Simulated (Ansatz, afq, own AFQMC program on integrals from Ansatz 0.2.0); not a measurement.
BS, doublet in 6-31G, levels against full CI

```yaml
atoms:
  - { symbol: B, position_ang: [0.0000, 0.0000, 0.0000] }
  - { symbol: S, position_ang: [0.0000, 0.0000, 4.3440] }
```

Basis 6-31G. Only valence electrons are correlated. Integrals, coupled cluster, full CI and functionals: Ansatz 0.2.0; the random walks run on the same integrals in our own AFQMC program. ph-AFQMC/CISD is guided by a CISD state made of CCSD amplitudes; releasing the constraint for a short imaginary time cuts its bias at the price of noise, slowly where states lie close. Uncertainties: one standard error, sampling alone.

Determinant: ROHF, the one that the program's search chose, which needn't be the lowest solution. The geometry is a point of a scan.

Full CI on the same integrals is exact in this basis and with this determinant's frozen core.

Cautions: a spin-contaminated unrestricted determinant lies lower (UHF 2.95 eV lower, ⟨S²⟩ 1.74); the search met a lower determinant of the same kind, perhaps of another symmetry (821 meV lower); strong correlation (T1 0.351, weight of the determinant 0.25, largest double 0.18); CCSD(T) is in doubt: among natural orbitals it converges to other amplitudes; the CCSDT(Q) amplitudes may be one of several solutions (largest double 0.90); in a space of 9 electrons in 8 natural orbitals full CI finds another state of this spin 17 meV below the state of CCSDT(Q); the released energies are still falling, so no released level is given (meV from the phaseless value at times in 1/Eh: -1 ± 8 at 0.24, 1 ± 7 at 0.51, -5 ± 5 at 0.99, -16 ± 9 at 1.62, -22 ± 10 at 2.40); the next higher spin lies close (full CI puts it 44 meV above); CCSDT(Q) on the UHF determinant differs (36 meV lower), and it is the one that meets full CI.

The T1 diagnostic is 0.3507. The weight of the determinant in the CISD state is 0.255 and the size of the correlated space is 9 electrons in 16 orbitals.

Reference: full CI, correlation energy -4.777 eV. The cautions show a poor starting determinant, so the rows tell how each method copes with it here, and full CI is the sure value.

```csv
level,E − E(reference) (kcal/mol),share of correlation (%)
HF,110.17,0.00
MP2,47.89,56.53
CCSD,1.47,98.67
CCSD(T),1.79,98.38
CCSDT,0.21,99.81
CCSDT(Q),0.91,99.17
ph-AFQMC/CISD,2.59 ± 0.14,97.64
```

CCSDT and higher add their correlation energy to the determinant of the CCSD(T) run, since their own runs factorise the integrals more tightly (a shift of under 2 meV).
